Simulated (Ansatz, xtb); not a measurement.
# ClH2OSi+: where a starting geometry ends

The starting geometry of this gas-phase singlet has its atoms placed at random.

```yaml
atoms:
  - { symbol: Cl, position_ang: [-0.4679, -1.4435, 0.3080] }
  - { symbol: O, position_ang: [0.9062, 0.7650, 0.7984] }
  - { symbol: Si, position_ang: [0.9892, 0.8409, -0.8287] }
  - { symbol: H, position_ang: [-0.1071, -0.0468, 0.2219] }
  - { symbol: H, position_ang: [0.9395, 0.5052, 1.6679] }
```

Q: Guess where an optimisation with r2SCAN-D4/def2-SVP ends from this start.

A: It ends as a structure given below by its coordinates. Distances that change by over a tenth: Cl1–H4 (1.45 → 1.30 Å). Contacts that open: Si3–H4 (1.76 → 3.28 Å).

The energy falls by 2.48 eV over 13 steps:

| step | E − E(last) (eV) |
| --- | --- |
| 1 | 2.478 |
| 2 | 1.551 |
| 4 | 0.617 |
| 5 | 0.396 |
| 6 | 0.227 |
| 8 | 0.053 |
| 9 | 0.018 |
| 10 | 0.002 |
| 12 | 0.000 |
| 13 | 0.000 |

Final geometry (Å):

```json
{"atom": "Cl", "x (Å)": "-0.7026", "y (Å)": "-1.2444", "z (Å)": "-0.4567"}
{"atom": "O", "x (Å)": "1.3099", "y (Å)": "1.0725", "z (Å)": "0.8076"}
{"atom": "Si", "x (Å)": "1.2354", "y (Å)": "0.6366", "z (Å)": "-0.7065"}
{"atom": "H", "x (Å)": "-0.9961", "y (Å)": "-1.2350", "z (Å)": "0.8085"}
{"atom": "H", "x (Å)": "1.4132", "y (Å)": "1.3911", "z (Å)": "1.7147"}
```

From the same start GFN2-xTB reaches the same bonding as this run.

From so rough a start the end depends on the optimiser's path, so another program may land elsewhere. No frequencies were run, so the end isn't proven a minimum. Run with Ansatz 0.2.0, 8.4 s on 2 threads of Intel(R) Xeon(R) 6975P-C (Granite Rapids), on a shared host.
